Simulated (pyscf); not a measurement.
Structures and frequencies: ωB97X-D3(BJ)/def2-SVP in PySCF. MP2 and CC: frozen core, UHF for open shells. ΔMP2 is the change of the MP2 total energy from the triple- to the quadruple-zeta basis.

Estimate the classical barrier height and the reaction energy of `[AlH2][PH2]` + `[PH3]` → `[PH2][PH2]` + `[AlH3]` at MP2/def2-QZVPP. The step runs on the singlet surface, breaks Al–P, H–P and forms P–P, Al–H; take the separated reactants as zero.

ΔE‡ = 1.69 eV, ΔE = +0.54 eV. CCSD(T)/def2-TZVPP + ΔMP2(QZVPP) gives 1.73 eV and +0.56 eV. Zero-point energy shifts the barrier by +0.07 eV. It is a four-centre exchange, with an imaginary mode of 776i cm⁻¹. On the reactant side the descent ends in an adduct with a Al–P contact, 0.84 eV under the separated species and 2.34 eV under the saddle at ωB97X-D3(BJ)/def2-TZVP. On the product side the descent ends in an adduct with a Al–P contact, 0.96 eV under the separated species and 1.92 eV under the saddle at ωB97X-D3(BJ)/def2-TZVP. What is counted as broken (Al–P) persists as a longer contact in the product adduct; parting that adduct is a step of its own. At ωB97X-D3(BJ)/def2-TZVP the barrier from the zero used here is 1.50 eV. The same reactants have a lower exit, to H₂P–AlH–PH₂ + H₂ (barrier +0.87 eV at ωB97M-D3(BJ)/def2-TZVP, against +1.69 eV here). One saddle was located; it need not be the lowest between these sides. The CCSD(T) − MP2 part came from Ansatz, without density fitting, on the same reference.
